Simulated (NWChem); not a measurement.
System: pyridine (C$_{5}$H$_{5}$N); SMILES c1ccncc1

NWChem input:

```
start job
memory heap 200 mb stack 900 mb global 1100 mb
geometry units angstroms
  C     -0.004431     1.379291     0.000000
  C     -1.199189     0.663427     0.000000
  C     -1.136341    -0.730605     0.000000
  N      0.004590    -1.415049     0.000000
  C      1.141078    -0.723251     0.000000
  C      1.194928     0.671157     0.000000
  H     -0.007960     2.472484     0.000000
  H     -2.165593     1.172680     0.000000
  H     -2.059843    -1.322059     0.000000
  H      2.068381    -1.308731     0.000000
  H      2.158028     1.186633     0.000000
end
basis spherical
  * library sto-3g
end
dft
  xc hfexch
  iterations 150
end
driver
  maxiter 120
end
task dft optimize
task dft freq
```

Parts of the log:

```
             Northwest Computational Chemistry Package (NWChem) 7.3.0
             --------------------------------------------------------

 C2V symmetry detected

                             Geometry "geometry" -> ""
                             -------------------------

 Output coordinates in angstroms (scale by  1.889725989 to convert to a.u.)

  No.       Tag          Charge          X              Y              Z
 ---- ---------------- ---------- -------------- -------------- --------------
    1 C                    6.0000     0.00000000     0.00000000     1.38273206
    2 C                    6.0000     0.00000000    -1.19706474     0.67072935
    3 C                    6.0000     0.00000000    -1.13871544    -0.72349791
    4 N                    7.0000     0.00000000     0.00000000    -1.41162250
    5 C                    6.0000     0.00000000     1.13871544    -0.72349791
    6 C                    6.0000     0.00000000     1.19706474     0.67072935
    7 H                    1.0000     0.00000000     0.00000000     2.47593076
    8 H                    1.0000     0.00000000    -2.16182176     1.18309651
    9 H                    1.0000     0.00000000    -2.06412276    -1.31196798
   10 H                    1.0000     0.00000000     2.06412276    -1.31196798
   11 H                    1.0000     0.00000000     2.16182176     1.18309651

 Effective nuclear repulsion energy (a.u.)     206.1801095695

      Symmetry information
      --------------------

 Group name             C2v
 Group number             16
 Group order               4
 No. of unique centers     7

                                Z-matrix (autoz)
                                --------

 Units are Angstrom for bonds and degrees for angles

      Type          Name      I     J     K     L     M      Value
      ----------- --------  ----- ----- ----- ----- ----- ----------
    1 Stretch                  1     2                       1.39281
    2 Stretch                  1     6                       1.39281
    3 Stretch                  1     7                       1.09320
    4 Stretch                  2     3                       1.39545
    5 Stretch                  2     8                       1.09237
    6 Stretch                  3     4                       1.33048
    7 Stretch                  3     9                       1.09667
    8 Stretch                  4     5                       1.33048
    9 Stretch                  5     6                       1.39545
   10 Stretch                  5    10                       1.09667
   11 Stretch                  6    11                       1.09237
   12 Bend                     1     2     3               118.34731
   13 Bend                     1     2     8               121.28416
   14 Bend                     1     6     5               118.34731
   15 Bend                     1     6    11               121.28416
   16 Bend                     2     1     6               118.51244
   17 Bend                     2     1     7               120.74378
   18 Bend                     2     3     4               123.54099
   19 Bend                     2     3     9               120.05597
   20 Bend                     3     2     8               120.36853
   21 Bend                     3     4     5               117.71095
   22 Bend                     4     3     9               116.40304
   23 Bend                     4     5     6               123.54099
   24 Bend                     4     5    10               116.40304
   25 Bend                     5     6    11               120.36853
   26 Bend                     6     1     7               120.74378
   27 Bend                     6     5    10               120.05597
   28 Torsion                  1     2     3     4           0.00000
   29 Torsion                  1     2     3     9         180.00000
   30 Torsion                  1     6     5     4           0.00000
   31 Torsion                  1     6     5    10         180.00000
   32 Torsion                  2     1     6     5          -0.00000
   33 Torsion                  2     1     6    11         180.00000
   34 Torsion                  2     3     4     5           0.00000
   35 Torsion                  3     2     1     6           0.00000
   36 Torsion                  3     2     1     7         180.00000
   37 Torsion                  3     4     5     6           0.00000
   38 Torsion                  3     4     5    10         180.00000
   39 Torsion                  4     3     2     8         180.00000
   40 Torsion                  4     5     6    11         180.00000
   41 Torsion                  5     4     3     9         180.00000
   42 Torsion                  5     6     1     7         180.00000
   43 Torsion                  6     1     2     8         180.00000
   44 Torsion                  7     1     2     8           0.00000
   45 Torsion                  7     1     6    11           0.00000
   46 Torsion                  8     2     3     9          -0.00000
   47 Torsion                 10     5     6    11           0.00000

  xc_inp: hfexch multiplicative factor not found.

                           NWChem Geometry Optimization
                           ----------------------------

[...]

      ----------------------
      Optimization converged
      ----------------------

  Step       Energy      Delta E   Gmax     Grms     Xrms     Xmax
  ---- ---------------- -------- -------- -------- -------- --------
@    4    -243.63861338 -2.9D-07  0.00001  0.00000  0.00021  0.00051
                                     ok       ok       ok       ok

                                Z-matrix (autoz)
                                --------

 Units are Angstrom for bonds and degrees for angles

[...]

 Rotational Constants
 --------------------
 A=   0.202352 cm-1  (  0.291133 K)
 B=   0.193406 cm-1  (  0.278261 K)
 C=   0.098889 cm-1  (  0.142276 K)

 Temperature                      =   298.15K
 frequency scaling parameter      =   1.0000

 Zero-Point correction to Energy  =   63.877 kcal/mol  (  0.101794 au)
 Thermal correction to Energy     =   66.311 kcal/mol  (  0.105674 au)
 Thermal correction to Enthalpy   =   66.904 kcal/mol  (  0.106618 au)

 Total Entropy                    =   66.066 cal/mol-K
   - Translational                =   38.999 cal/mol-K (mol. weight =  79.0422)
   - Rotational                   =   24.148 cal/mol-K (symmetry #  =        2)
   - Vibrational                  =    2.918 cal/mol-K

 Cv (constant volume heat capacity) =   13.851 cal/mol-K
   - Translational                  =    2.979 cal/mol-K
   - Rotational                     =    2.979 cal/mol-K
   - Vibrational                    =    7.892 cal/mol-K

[normal modes left out]

 ----------------------------------------------------------------------------
 Normal Eigenvalue ||           Projected Infra Red Intensities
  Mode   [cm**-1]  || [atomic units] [(debye/angs)**2] [(KM/mol)] [arbitrary]
 ------ ---------- || -------------- ----------------- ---------- -----------
    1       -0.000 ||    0.000000           0.000         0.000       0.001
    2       -0.000 ||    0.001047           0.024         1.021       2.688
    3       -0.000 ||    0.000002           0.000         0.002       0.006
    4       -0.000 ||    0.001060           0.024         1.033       2.720
    5        0.000 ||    0.001078           0.025         1.051       2.767
    6        0.000 ||    0.000000           0.000         0.000       0.000
    7      460.498 ||    0.000000           0.000         0.000       0.000
    8      474.984 ||    0.002557           0.059         2.493       6.565
    9      690.899 ||    0.002823           0.065         2.752       7.249
   10      737.877 ||    0.000490           0.011         0.477       1.257
   11      843.337 ||    0.013112           0.303        12.782      33.664
   12      862.701 ||    0.002309           0.053         2.251       5.927
   13     1058.103 ||    0.000000           0.000         0.000       0.000
   14     1081.533 ||    0.001518           0.035         1.480       3.898
   15     1112.107 ||    0.000395           0.009         0.385       1.014
   16     1137.875 ||    0.003789           0.087         3.694       9.728
   17     1181.341 ||    0.000000           0.000         0.000       0.000
   18     1191.102 ||    0.001337           0.031         1.303       3.431
   19     1205.423 ||    0.000095           0.002         0.093       0.245
   20     1240.768 ||    0.003949           0.091         3.850      10.139
   21     1247.787 ||    0.000232           0.005         0.227       0.597
   22     1353.218 ||    0.000111           0.003         0.108       0.284
   23     1399.800 ||    0.000001           0.000         0.001       0.002
   24     1558.010 ||    0.002454           0.057         2.393       6.301
   25     1684.450 ||    0.034530           0.797        33.661      88.651
   26     1757.281 ||    0.016374           0.378        15.962      42.039
   27     1896.151 ||    0.001075           0.025         1.048       2.760
   28     1907.307 ||    0.013736           0.317        13.391      35.267
   29     3700.423 ||    0.001895           0.044         1.847       4.864
   30     3705.132 ||    0.001050           0.024         1.024       2.696
   31     3724.631 ||    0.001668           0.038         1.627       4.284
   32     3741.396 ||    0.012582           0.290        12.266      32.303
   33     3749.610 ||    0.007266           0.168         7.083      18.655
 ----------------------------------------------------------------------------
```

Level: Hartree-Fock/STO-3G.
